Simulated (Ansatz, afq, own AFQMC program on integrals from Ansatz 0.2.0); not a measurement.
# H₃O (doublet): quantum Monte Carlo beside coupled cluster at distance H1–H2 along a hydrogen transfer = 1.027 Å, cc-pVTZ

How near does AFQMC come to the top of the ladder for H₃O (doublet)?

Program: Ansatz 0.2.0, Gaussian basis, and an in-house AFQMC program (afq) on its integrals; all values are calculated. Level of theory: cc-pVTZ, frozen cores. These are calculated values, not measurements.

To be run: PBE (unrestricted); r2SCAN (unrestricted); PBE0 (unrestricted); B3LYP (unrestricted); wB97M-V (unrestricted); B2PLYP (unrestricted); CCSD(T) on UHF; CCSDT(Q) on UHF; CCSD(T) on UHF; CCSD(T) on UHF; Phaseless AFQMC, CISD trial on UHF.

**1. What is computed**

The geometry derives from fragments relaxed apart (PBE0/def2-TZVP) and kept rigid, so it is no stationary point. A hydrogen atom is moved between rigid fragments.

4 atoms, charge 0, spin multiplicity 2.

Atoms are counted from 1 here; the program's logs count them from 0.

Bond lengths: H2–O3 1.202 Å, O3–H4 0.973 Å. Angles: H2–O3–H4 105.0°.

**2. PBE (unrestricted)**

Input file in.yaml:

```yaml
crystal:
  periodic: [false, false, false]
  atoms:
    - {symbol: H, position_ang: [-2.060554, 0.049803, 0.000000]}
    - {symbol: H, position_ang: [-1.033554, 0.049803, 0.000000]}
    - {symbol: O, position_ang: [0.168446, 0.049803, 0.000000]}
    - {symbol: H, position_ang: [0.420305, -0.890147, 0.000000]}
basis:
  gaussian: {orbitals: cc-pVTZ}
magnetization: {spin_polarized: true, initial_magnetization: 1}
hamiltonian: {xc: {name: PBE}}
output: {orbitals: {seedname: orbitals}}
```

Command:

```console
$ ansatz run in.yaml --threads 1 --pin off --events-out ev --progress --plain --max-ram 5632MiB --backend cpu
```

The log of the run:

```text
Functional definition: PBE
  name "PBE"
  cite "Perdew, Burke & Ernzerhof, Phys. Rev. Lett. 77, 3865 (1996) doi:10.1103/PhysRevLett.77.3865"
  parent pbe
  parameter kappa = 0.804
  parameter beta = 0.06672455060314922
  exchange = pbe_x(kappa = kappa, mu = beta*pi^2/3)
  correlation = pbe_c(beta = beta)
347 factors; their error is unknown
mean field evaluation 1: about -2086.4262 eV, gradient 3.8e1 eV
mean field evaluation 2: about -2055.2744 eV, gradient 8.9e1 eV
mean field evaluation 4: about -2091.1179 eV, gradient 6.7e0 eV
mean field evaluation 8: about -2091.3596 eV, gradient 2.3e-1 eV
mean field evaluation 16: about -2091.3597 eV, gradient 1.3e-5 eV
mean field -2091.35967816 eV, -76.8560505978 hartree, gradient 1.3e-5 eV, S^2 0.755706; 3 other end points of the search recorded, 0 dependent functions left out
reference -2091.35970416 eV, -76.8560515533 hartree; 6, 5 occupied and 66, 67 virtual orbitals, 347 factors
Total energy: -2091.35970416 eV, -76.8560515533 hartree
```

Run time: 1 s. Hardware: 1 thread of AMD EPYC 7R13 (Zen 3), shared host; peak memory 1.7 GiB.

From the report: ⟨S²⟩ of the determinant 0.756 (pure doublet: 0.75).

**3. r2SCAN (unrestricted)**

Changes to in.yaml since step 2:

```diff
@@ -10,3 +10,2 @@
 magnetization: {spin_polarized: true, initial_magnetization: 1}
-hamiltonian: {xc: {name: PBE}}
-output: {orbitals: {seedname: orbitals}}
+hamiltonian: {xc: {name: r2SCAN}}
```

The command is unchanged.

The log of the run:

```text
Functional definition: r2SCAN
  name "r2SCAN"
  cite "Furness, Kaplan, Ning, Perdew & Sun, J. Phys. Chem. Lett. 11, 8208 (2020) doi:10.1021/acs.jpclett.0c02405"
  cite "Furness, Kaplan, Ning, Perdew & Sun, J. Phys. Chem. Lett. 11, 9248 (2020) doi:10.1021/acs.jpclett.0c03077"
  parent r2scan
  parameter k0 = 0.174
  parameter k1 = 0.065
  parameter a1 = 4.9479
  exchange = r2scan_x(k0 = k0, k1 = k1, a1 = a1)
  correlation = r2scan_c
347 factors; their error is unknown
mean field evaluation 1: about -2088.2544 eV, gradient 3.6e1 eV
mean field evaluation 2: about -2066.0944 eV, gradient 7.6e1 eV
mean field evaluation 4: about -2092.4774 eV, gradient 4.6e0 eV
mean field evaluation 8: about -2092.5783 eV, gradient 2.3e-1 eV
mean field evaluation 16: about -2092.5784 eV, gradient 3.9e-5 eV
mean field -2092.57843756 eV, -76.9008391799 hartree, gradient 3.9e-5 eV, S^2 0.761516; 0 other end points of the search recorded, 0 dependent functions left out
reference -2092.57844605 eV, -76.9008394916 hartree; 6, 5 occupied and 66, 67 virtual orbitals, 347 factors
Total energy: -2092.57844605 eV, -76.9008394916 hartree
```

It took 0.99 s on 1 thread of AMD EPYC 7R13 (Zen 3), shared host; peak memory 1.7 GiB.

From the report: ⟨S²⟩ of the determinant 0.762 (pure doublet: 0.75).

**4. PBE0 (unrestricted)**

Changes to in.yaml since step 3:

```diff
@@ -10,2 +10,3 @@
 magnetization: {spin_polarized: true, initial_magnetization: 1}
-hamiltonian: {xc: {name: r2SCAN}}
+hamiltonian: {xc: {name: PBE0}}
+output: {orbitals: {seedname: orbitals}}
```

Same command.

The log of the run:

```text
Functional definition: PBE0
  name "PBE0"
  cite "Adamo & Barone, J. Chem. Phys. 110, 6158 (1999) doi:10.1063/1.478522"
  cite "Perdew, Burke & Ernzerhof, Phys. Rev. Lett. 77, 3865 (1996) doi:10.1103/PhysRevLett.77.3865"
  parent pbe
  parameter a = 0.25
  parameter kappa = 0.804
  parameter beta = 0.06672455060314922
  exchange = (1 - a)*pbe_x(kappa = kappa, mu = beta*pi^2/3) + a*exact_x
  correlation = pbe_c(beta = beta)
347 factors; their error is unknown
mean field evaluation 1: about -2087.5096 eV, gradient 3.3e1 eV
mean field evaluation 2: about -2078.9966 eV, gradient 5.7e1 eV
mean field evaluation 4: about -2091.2228 eV, gradient 1.0e0 eV
mean field evaluation 8: about -2091.2269 eV, gradient 1.8e-2 eV
mean field evaluation 16: about -2091.2269 eV, gradient 2.7e-5 eV
mean field -2091.22691648 eV, -76.8511716961 hartree, gradient 2.7e-5 eV, S^2 0.762761; 0 other end points of the search recorded, 0 dependent functions left out
reference -2091.22693632 eV, -76.8511724251 hartree; 6, 5 occupied and 66, 67 virtual orbitals, 347 factors
Total energy: -2091.22693632 eV, -76.8511724251 hartree
```

Wall time 0.54 s (1 thread of AMD EPYC 7R13 (Zen 3), shared host); peak memory 1.7 GiB.

From the report: ⟨S²⟩ of the determinant 0.763 (pure doublet: 0.75).

**5. B3LYP (unrestricted)**

Changes to in.yaml since step 4:

```diff
@@ -10,3 +10,2 @@
 magnetization: {spin_polarized: true, initial_magnetization: 1}
-hamiltonian: {xc: {name: PBE0}}
-output: {orbitals: {seedname: orbitals}}
+hamiltonian: {xc: {name: B3LYP}}
```

Launched as before.

The log of the run, cut to the lines that bear on the results:

```text
Functional definition: B3LYP
  name "B3LYP"
  cite "Stephens, Devlin, Chabalowski & Frisch, J. Phys. Chem. 98, 11623 (1994) doi:10.1021/j100096a001"
  cite "Becke, Phys. Rev. A 38, 3098 (1988) doi:10.1103/PhysRevA.38.3098"
  cite "Lee, Yang & Parr, Phys. Rev. B 37, 785 (1988) doi:10.1103/PhysRevB.37.785"
  cite "Vosko, Wilk & Nusair, Can. J. Phys. 58, 1200 (1980) doi:10.1139/p80-159"
[...]
347 factors; their error is unknown
[...]
mean field -2093.73261055 eV, -76.9432542547 hartree, gradient 1.3e-5 eV, S^2 0.760305; 1 other end points of the search recorded, 0 dependent functions left out
reference -2093.73277367 eV, -76.9432602493 hartree; 6, 5 occupied and 66, 67 virtual orbitals, 347 factors
Total energy: -2093.73277367 eV, -76.9432602493 hartree
```

Run time: 0.57 s. Hardware: 1 thread of AMD EPYC 7R13 (Zen 3), shared host; peak memory 1.7 GiB.

From the report: ⟨S²⟩ of the determinant 0.760 (pure doublet: 0.75).

**6. wB97M-V (unrestricted)**

Changes to in.yaml since step 5:

```diff
@@ -10,2 +10,3 @@
 magnetization: {spin_polarized: true, initial_magnetization: 1}
-hamiltonian: {xc: {name: B3LYP}}
+hamiltonian: {xc: {name: wB97M-V}}
+output: {orbitals: {seedname: orbitals}}
```

The command is unchanged.

The log of the run, cut to the lines that bear on the results:

```text
Functional definition: wB97M-V
  name "wB97M-V"
  cite "Mardirossian & Head-Gordon, J. Chem. Phys. 144, 214110 (2016) doi:10.1063/1.4952647"
  cite "Becke, J. Chem. Phys. 107, 8554 (1997) doi:10.1063/1.475007"
  cite "Vydrov & Van Voorhis, J. Chem. Phys. 133, 244103 (2010) doi:10.1063/1.3521275"
  # Of w^i u^j: cxij and so on, Table III.
[...]
  gx(w, u) = 1 - cx + cx01*u + cx10*w
  gss(w, u) = css00 + css04*u^4 + css10*w + css20*w^2 + css43*w^4*u^3
  gos(w, u) = cos00 + cos10*w + (cos20 + cos21*u)*w^2 + (cos60 + cos61*u)*w^6
[...]
      + integral(e_c_pw_mod_opposite_spin*gos(b97_w_opposite, b97_u_opposite)) + vv10(b, c)
347 factors; their error is unknown
90 factors; integrals over basis functions are off by at most 2.7e-5 eV
[...]
mean field -2092.33708901 eV, -76.8919697841 hartree, gradient 8.7e-5 eV, S^2 0.760359; 0 other end points of the search recorded, 0 dependent functions left out
reference -2092.33711705 eV, -76.8919708145 hartree; 6, 5 occupied and 66, 67 virtual orbitals, 347 factors
Total energy: -2092.33711705 eV, -76.8919708145 hartree
```

Wall time 1.8 s (1 thread of AMD EPYC 7R13 (Zen 3), shared host); peak memory 1.7 GiB.

From the report: ⟨S²⟩ of the determinant 0.760 (pure doublet: 0.75).

**7. B2PLYP (unrestricted)**

Changes to in.yaml since step 6:

```diff
@@ -10,3 +10,3 @@
 magnetization: {spin_polarized: true, initial_magnetization: 1}
-hamiltonian: {xc: {name: wB97M-V}}
-output: {orbitals: {seedname: orbitals}}
+hamiltonian: {xc: {name: B2PLYP}}
+correlation: {electrons: outside_noble_gas}
```

Same command.

The log of the run, cut to the lines that bear on the results:

```text
Functional definition: B2PLYP
  name "B2PLYP"
  cite "Grimme, J. Chem. Phys. 124, 034108 (2006) doi:10.1063/1.2148954"
  cite "Becke, Phys. Rev. A 38, 3098 (1988) doi:10.1103/PhysRevA.38.3098"
  cite "Lee, Yang & Parr, Phys. Rev. B 37, 785 (1988) doi:10.1103/PhysRevB.37.785"
[...]
415 factors; integrals over basis functions are off by at most 9.7e-4 eV
[...]
mean field -2089.61478715 eV, -76.7919270359 hartree, gradient 1.5e-6 eV, S^2 0.775221; 0 other end points of the search recorded, 0 dependent functions left out
1 core orbitals not correlated: weight in the atoms' cores, before any rotation towards them, 1.000 or more for the frozen orbitals, at most 0.000 for the correlated occupied ones
reference -2089.61489090 eV, -76.7919308489 hartree; 5, 4 occupied and 66, 67 virtual orbitals, 415 factors
second order -8.84864079 eV of doubles, -0.00000000 eV of singles
Total energy: -2092.00402392 eV, -76.8797298677 hartree
```

It took 0.72 s on 1 thread of AMD EPYC 7R13 (Zen 3), shared host; peak memory 1.7 GiB.

From the report: ⟨S²⟩ of the determinant 0.775 (pure doublet: 0.75).

**8. CCSD(T) on UHF**

Changes to in.yaml since step 7:

```diff
@@ -10,3 +10,2 @@
 magnetization: {spin_polarized: true, initial_magnetization: 1}
-hamiltonian: {xc: {name: B2PLYP}}
-correlation: {electrons: outside_noble_gas}
+correlation: {method: ccsd_t, electrons: outside_noble_gas, hamiltonian_folder: ham}
```

Command:

```console
$ ansatz run in.yaml --threads 1 --pin off --events-out ev --progress --plain --max-ram 16896MiB --backend cuda --devices 0, --max-vram 18GiB
```

The log of the run, cut to the lines that bear on the results:

```text
Functional definition: HF
  name "HF"
  cite "Fock, Z. Phys. 61, 126 (1930) doi:10.1007/BF01340294"
  parent pbe
[...]
415 factors; integrals over basis functions are off by at most 9.7e-4 eV
[...]
mean field -2081.95903814 eV, -76.5105834493 hartree, gradient 2.9e-6 eV, S^2 0.810409; 4 other end points of the search recorded, 0 dependent functions left out
determinant -2081.95903814 eV, -76.5105834493 hartree, with singles and doubles -2089.66225875 eV, -76.7936715851 hartree
determinant -2080.67467181 eV, -76.4633838570 hartree, with singles and doubles -2087.84719213 eV, -76.7269691173 hartree
1 core orbitals not correlated: weight in the atoms' cores, before any rotation towards them, 1.000 or more for the frozen orbitals, at most 0.000 for the correlated occupied ones
reference -2081.95903814 eV, -76.5105834493 hartree; 5, 4 occupied and 66, 67 virtual orbitals, 415 factors
second order -7.22980252 eV of doubles, -0.00000000 eV of singles
cycle   1  -7.63098977 eV  change   -6.9e-1 eV  update   1.7e-2
[...]
cycle  10  -7.65515897 eV  change    1.9e-6 eV  update   6.5e-6
perturbative correction -0.24115174 eV, -0.0088621631 hartree
Total energy: -2089.85534886 eV, -76.8007675157 hartree
```

Wall time 9 s (1 × NVIDIA H100 80GB HBM3 with 1 thread of AMD EPYC 7R13 (Zen 3), shared host); peak host memory 1.7 GiB.

From the report: ⟨S²⟩ of the determinant 0.810 (pure doublet: 0.75); correlation -7.8963 eV; T1 0.023; largest double amplitude 0.05.

This run also writes the integrals to the folder ham.

**9. CCSDT(Q) on UHF**

Changes to in.yaml since step 8:

```diff
@@ -10,2 +10,2 @@
 magnetization: {spin_polarized: true, initial_magnetization: 1}
-correlation: {method: ccsd_t, electrons: outside_noble_gas, hamiltonian_folder: ham}
+correlation: {method: ccsdt_q, electrons: outside_noble_gas}
```

The command is unchanged.

The log of the run, cut to the lines that bear on the results:

```text
Functional definition: HF
  name "HF"
  cite "Fock, Z. Phys. 61, 126 (1930) doi:10.1007/BF01340294"
  parent pbe
[...]
880 factors; integrals over basis functions are off by at most 2.5e-7 eV
[...]
mean field -2081.95904530 eV, -76.5105837122 hartree, gradient 9.0e-6 eV, S^2 0.810409; 4 other end points of the search recorded, 0 dependent functions left out
determinant -2081.95904530 eV, -76.5105837122 hartree, with singles and doubles -2089.66228591 eV, -76.7936725831 hartree
determinant -2080.67467479 eV, -76.4633839665 hartree, with singles and doubles -2087.84721527 eV, -76.7269699677 hartree
1 core orbitals not correlated: weight in the atoms' cores, before any rotation towards them, 1.000 or more for the frozen orbitals, at most 0.000 for the correlated occupied ones
reference -2081.95904530 eV, -76.5105837122 hartree; 5, 4 occupied and 66, 67 virtual orbitals, 880 factors
second order -7.22982410 eV of doubles, -0.00000000 eV of singles
cycle   1  -7.33837225 eV  change   -1.1e-1 eV  update   7.2e-2
[...]
cycle  17  -7.90592041 eV  change   -3.3e-7 eV  update   6.3e-7
perturbative correction -0.01439625 eV, -0.0005290526 hartree
Total energy: -2089.87936197 eV, -76.8016499812 hartree
```

It took 19 s on 1 × NVIDIA H100 80GB HBM3 with 1 thread of AMD EPYC 7R13 (Zen 3), shared host; peak host memory 1.7 GiB.

From the report: ⟨S²⟩ of the determinant 0.810 (pure doublet: 0.75); correlation -7.9203 eV; T1 0.023; largest double amplitude 0.06.

**10. CCSD(T) on UHF**

Changes to in.yaml since step 9:

```diff
@@ -8,4 +8,4 @@
 basis:
-  gaussian: {orbitals: cc-pVTZ}
+  gaussian: {orbitals: def2-TZVPP}
 magnetization: {spin_polarized: true, initial_magnetization: 1}
-correlation: {method: ccsdt_q, electrons: outside_noble_gas}
+correlation: {method: ccsd_t, electrons: outside_noble_gas}
```

Same command.

The log of the run, cut to the lines that bear on the results:

```text
Functional definition: HF
  name "HF"
  cite "Fock, Z. Phys. 61, 126 (1930) doi:10.1007/BF01340294"
  parent pbe
[...]
435 factors; integrals over basis functions are off by at most 8.3e-4 eV
[...]
mean field -2082.09130091 eV, -76.5154440162 hartree, gradient 9.9e-6 eV, S^2 0.810207; 4 other end points of the search recorded, 0 dependent functions left out
determinant -2082.09130091 eV, -76.5154440162 hartree, with singles and doubles -2089.78705578 eV, -76.7982577915 hartree
determinant -2080.77847636 eV, -76.4671986039 hartree, with singles and doubles -2087.91825607 eV, -76.7295806689 hartree
1 core orbitals not correlated: weight in the atoms' cores, before any rotation towards them, 1.000 or more for the frozen orbitals, at most 0.000 for the correlated occupied ones
reference -2082.09130091 eV, -76.5154440162 hartree; 5, 4 occupied and 67, 68 virtual orbitals, 435 factors
second order -7.22337695 eV of doubles, -0.00000000 eV of singles
cycle   1  -7.62675902 eV  change   -6.8e-1 eV  update   1.7e-2
[...]
cycle  10  -7.64864450 eV  change    3.3e-6 eV  update   6.2e-6
perturbative correction -0.24169641 eV, -0.0088821791 hartree
Total energy: -2089.98164181 eV, -76.8054086962 hartree
```

It took 8.5 s on 1 × NVIDIA H100 80GB HBM3 with 1 thread of AMD EPYC 7R13 (Zen 3), shared host; peak host memory 1.7 GiB.

From the report: ⟨S²⟩ of the determinant 0.810 (pure doublet: 0.75); correlation -7.8903 eV; T1 0.024; largest double amplitude 0.05.

**11. CCSD(T) on UHF**

Changes to in.yaml since step 10:

```diff
@@ -8,3 +8,3 @@
 basis:
-  gaussian: {orbitals: def2-TZVPP}
+  gaussian: {orbitals: "def2-QZVPP.json"}
 magnetization: {spin_polarized: true, initial_magnetization: 1}
```

Launched as before.

The log of the run, cut to the lines that bear on the results:

```text
Functional definition: HF
  name "HF"
  cite "Fock, Z. Phys. 61, 126 (1930) doi:10.1007/BF01340294"
  parent pbe
[...]
892 factors; integrals over basis functions are off by at most 1.7e-3 eV
[...]
mean field -2082.20783492 eV, -76.5197265623 hartree, gradient 3.5e-6 eV, S^2 0.810361; 4 other end points of the search recorded, 0 dependent functions left out
determinant -2082.20783492 eV, -76.5197265623 hartree, with singles and doubles -2090.48510595 eV, -76.8239106619 hartree
determinant -2080.88521966 eV, -76.4711213477 hartree, with singles and doubles -2088.57292219 eV, -76.7536392049 hartree
1 core orbitals not correlated: weight in the atoms' cores, before any rotation towards them, 1.000 or more for the frozen orbitals, at most 0.000 for the correlated occupied ones
reference -2082.20783492 eV, -76.5197265623 hartree; 5, 4 occupied and 141, 142 virtual orbitals, 892 factors
second order -7.80800615 eV of doubles, -0.00000000 eV of singles
cycle   1  -8.12280754 eV  change   -7.9e-1 eV  update   2.0e-2
[...]
cycle  10  -8.15570795 eV  change    8.3e-6 eV  update   9.8e-6
perturbative correction -0.28566826 eV, -0.0104981148 hartree
Total energy: -2090.64921113 eV, -76.8299414161 hartree
```

It took 10 s on 1 × NVIDIA H100 80GB HBM3 with 1 thread of AMD EPYC 7R13 (Zen 3), shared host; peak host memory 1.7 GiB.

From the report: ⟨S²⟩ of the determinant 0.810 (pure doublet: 0.75); correlation -8.4414 eV; T1 0.025; largest double amplitude 0.06.

**12. Phaseless AFQMC, CISD trial on UHF**

It reads the integrals that the CCSD(T) run on this determinant wrote.

Command:

```console
$ afq ham --method phaseless --trial cisd --walkers 3100 --populations 20 --least-time 60 --time-step 0.005 --steps-per-block 50 --equilibration-blocks 28 --max-blocks 4000 --target-error 0.00018 --factor-cut 1e-05 --start spin_pure --seed 4058 --release-times 0.24,0.51,0.99,1.62,2.4 --release-step 0.03 --release-every 3 --taylor-order 6
```

The log of the run:

```text
orbitals 71  electrons 5 4  factors 415 of 415
reference energy -76.51058345 Eh
CCSD correlation -0.28132206 Eh in 13 cycles, weight of the determinant in the CISD state 0.9139
energy of the start -76.789008 Eh
 block  time / (1/Eh)  mean weight  energy / Eh
     1     0.250  0.9998  -76.791524
     2     0.500  1.0003  -76.795804
     3     0.750  0.9996  -76.797537
     4     1.000  0.9998  -76.799361
     5     1.250  1.0001  -76.799913
     6     1.500  1.0001  -76.800118
     7     1.750  1.0005  -76.801456
     8     2.000  0.9998  -76.802246
     9     2.250  1.0003  -76.802005
    10     2.500  0.9997  -76.801270
    11     2.750  1.0003  -76.801189
    13     3.250  0.9996  -76.801137
    15     3.750  1.0003  -76.801626
    17     4.250  0.9996  -76.801471
    19     4.750  0.9996  -76.800556
    21     5.250  0.9994  -76.801122
    23     5.750  0.9992  -76.800474
    25     6.250  1.0002  -76.799963
    27     6.750  1.0000  -76.802044
    29     7.250  0.9998  -76.801233
    31     7.750  1.0002  -76.802459
    33     8.250  1.0001  -76.802826
    35     8.750  1.0000  -76.800973
    37     9.250  0.9999  -76.801471
    39     9.750  1.0001  -76.802564
    41    10.250  0.9998  -76.799951
    43    10.750  0.9999  -76.800660
    45    11.250  1.0004  -76.800936
    47    11.750  1.0001  -76.801254
    49    12.250  1.0003  -76.801628
    51    12.750  1.0001  -76.799379
    53    13.250  0.9998  -76.799816
    55    13.750  1.0001  -76.801147
    57    14.250  1.0006  -76.801436
    59    14.750  1.0003  -76.801325
    61    15.250  1.0001  -76.801143
    63    15.750  0.9996  -76.800971
    65    16.250  0.9996  -76.800828
    67    16.750  0.9999  -76.801587
    69    17.250  0.9999  -76.800740
    71    17.750  0.9999  -76.801432
    73    18.250  1.0001  -76.800052
    75    18.750  1.0003  -76.801055
    77    19.250  1.0004  -76.801818
    79    19.750  0.9995  -76.800662
    81    20.250  0.9996  -76.800283
    83    20.750  1.0001  -76.801421
    85    21.250  1.0003  -76.801938
    87    21.750  0.9998  -76.800092
error from the spread of 20 populations
released: time / (1/Eh)  energy / Eh  error  mean overlap
  0.24  -76.791456  0.009857  0.9967
  0.51  -76.801694  0.000130  0.9924
  0.99  -76.801560  0.000152  0.9886
  1.62  -76.801749  0.000154  0.9762
  2.40  -76.801604  0.000211  0.9662
energy -76.801103 +/- 0.000163 Eh
```

It took 3.5 min on 1 × NVIDIA H100 80GB HBM3 with 2 threads of AMD EPYC 7R13 (Zen 3), shared host; peak host memory 1.7 GiB.

Energy -2089.8645 ± 0.0044 eV. Caveats: constraint bias not in the error.

**13. All levels side by side**

On the UHF determinant, counted from CCSDT(Q) (a yardstick, not exact):

| level | energy (eV) | from CCSDT(Q) (kcal/mol) | statistical error (kcal/mol) | time |
| --- | --- | --- | --- | --- |
| HF | -2081.9590 | +182.65 |  |  |
| MP2 | -2089.1888 | +15.92 |  |  |
| CCSD | -2089.6142 | +6.11 |  |  |
| CCSD(T) | -2089.8553 | +0.55 |  |  |
| CCSDT(Q) | -2089.8794 | 0.00 |  |  |
| Phaseless AFQMC, CISD trial, step 0.005, 3100 walkers | -2089.8645 | +0.34 | 0.10 | 3.5 min |

The functionals' totals stand on their own zeros and serve differences with other points: PBE -2091.360 eV; r2SCAN -2092.578 eV; PBE0 -2091.227 eV; B3LYP -2093.733 eV; wB97M-V -2092.337 eV; B2PLYP -2092.004 eV.

**14. Results**

```
                                        quantity                  value
                    CCSD(T) on UHF from CCSDT(Q)         +0.55 kcal/mol
Phaseless AFQMC, CISD trial on UHF from CCSDT(Q)  +0.34 ± 0.10 kcal/mol
```

**Reading.** On UHF the phaseless walk with the CISD trial lies +0.34 kcal/mol from CCSDT(Q), 3 times its error bar. Error bars are statistical and leave out the constraint, the time step and what remains of the start.
